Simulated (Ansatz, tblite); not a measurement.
Cost and result up the ladder for H2S4 (6 atoms). Total charge 0; singlet. Geometry: PBE0-D4/def2-SVP.

```xyz
6

S    -1.961    0.067   -1.276
S    -0.201    1.118   -0.987
S     0.171    1.100    1.051
S     1.058   -0.729    1.461
H    -1.399   -1.161   -1.394
H     2.332   -0.395    1.144
```

Ansatz on 4 threads of Arm Neoverse V2 on a shared host; xTB runs through tblite on one thread. Times are rough, summed over both states, and most runs start from the orbitals of an earlier one. No level here is sound enough to serve as a yardstick. The other state is a triplet.

The xTB rows come from tblite.

xTB has no spin-polarisation term.

```csv
level,functions,wall time,vertical triplet (eV)
GFN1-xTB,40,0.009 s,3.93
GFN2-xTB,38,0.009 s,3.33
PBE-D4/def2-TZVP,160,3.6 s,3.49
r2SCAN-D4/def2-TZVP (with forces),160,17 s,3.63
```
